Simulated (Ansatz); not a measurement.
The first iterations of a band of H5NOSi (8 atoms, charge 0, multiplicity 1).

All numbers below come from Ansatz, RKS B3LYP-D4/def2-TZVP.

- movable images: 5
- climbing image: yes
- spring: 5.0 eV/Å²
- optimiser: quadratic models (default)
- start path: through a guess of the saddle point
- force threshold: 0.05 eV/Å
- iteration limit: 60
- end points: relaxed

Image 0:

```xyz
8
Properties=species:S:1:pos:R:3
N -0.863 0.692 -0.762
Si 0.453 0.091 0.141
O 0.129 -1.409 0.763
H -1.069 0.333 -1.681
H -1.696 1.028 -0.306
H 0.714 1.038 1.251
H 1.624 0.008 -0.764
H 0.799 -1.838 1.302
```

Image 6:

```xyz
8
Properties=species:S:1:pos:R:3
N -0.872 0.538 -0.682
Si 0.585 0.112 0.103
O 0.691 -1.447 0.645
H -1.163 0.164 -1.569
H -1.602 1.060 -0.227
H 0.699 1.066 1.232
H 1.720 0.202 -0.834
H 0.034 -1.753 1.276
```

| iteration | highest image above the first end (eV) | largest band force component (eV/Å) |
| --- | --- | --- |
| 1 | 0.596 | 3.375 |
| 2 | 0.169 | 1.233 |

**Question.** Does the band converge within its limit, and where does its top end?

**Answer.** The forces met the threshold. It ended after 8 iterations with the highest image 0.002 eV above the first end. The top lies less than 8 meV above the higher end, about what the thresholds resolve: that end is a shoulder or a very shallow well. A vibrational analysis at the climbing image gives one clearly imaginary mode, 125i cm⁻¹: a first-order saddle point.

Time of the run: 85 s on 2 threads of Arm Neoverse V1, on a shared host, peak memory 0.21 GiB.
